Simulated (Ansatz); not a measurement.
This Ansatz (a quantum-chemistry and plane-wave program) input (B2PLYP/6-31G) gives -151.67835 Eh with 29 basis functions. A basis named .json is the Basis Set Exchange file of that set (core-valence sets with the plain set on hydrogen).

Ansatz 0.2 input:
```yaml
crystal:
  periodic: [false, false, false]
  atoms:
    - {symbol: C, position_ang: [0.24243516, -0.19849135, -1.22253028]}
    - {symbol: C, position_ang: [-0.03825523, -0.01277160, 0.02051421]}
    - {symbol: H, position_ang: [-0.23057535, -0.63963619, -2.07626433]}
    - {symbol: O, position_ang: [-0.12431303, 0.23840173, 1.16104509]}
basis:
  gaussian:
    orbitals: 6-31G
hamiltonian:
  xc: {name: B2PLYP}
magnetization: {spin_polarized: true, initial_magnetization: 1}
correlation: {electrons: outside_noble_gas}
```

Change:
```diff
- orbitals: 6-31G
+ orbitals: aug-pcseg-1.json
```

### Question
What does the run give now?

### Answer
-151.76247 Eh (B2PLYP/aug-pcseg-1, 78 functions), a change of -84.12 mEh.
